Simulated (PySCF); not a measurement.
Molecule: SMILES N1=CN=CC=C1, C4H4N2.

Bonds (- single, = double, # triple, : aromatic): C1:C2 1.393 Å, C2:N3 1.330 Å, N3:C4 1.330 Å, C4:N5 1.330 Å, N5:C6 1.330 Å, C6:C1 1.393 Å. C1 carries H7; C2 carries H8; C4 carries H9; C6 carries H10.

Geometry PBE0-D3(BJ)/def2-SVP throughout; GIAO in PySCF, gas phase, one conformer, non-relativistic; equivalent atoms averaged; functional PBE0.

For orientation, 6-311+G(2d,p) gives these shifts δ (against TMS, NH3 at the same level): C4 164.2, C2/C6 160.9, C1 124.7, N3/N5 325.0, H9 9.50, H8/H10 8.95, H7 7.32 ppm.

A run gave: C4 157.9, C2/C6 154.1, C1 119.8, N3/N5 315.2, H9 9.15, H8/H10 8.52, H7 6.91 ppm (shifts δ (against TMS, NH3 at the same level)).

**Question.** Which basis set was used in that run?
A. def2-TZVP
B. aug-cc-pVDZ
C. def2-SVP
D. cc-pVTZ
E. IGLO-III

**Answer.** C. H7 tells them apart best: def2-SVP gives 6.91, def2-TZVP gives 7.29, IGLO-III gives 7.32, aug-cc-pVDZ gives 7.40, cc-pVTZ gives 7.30 ppm.
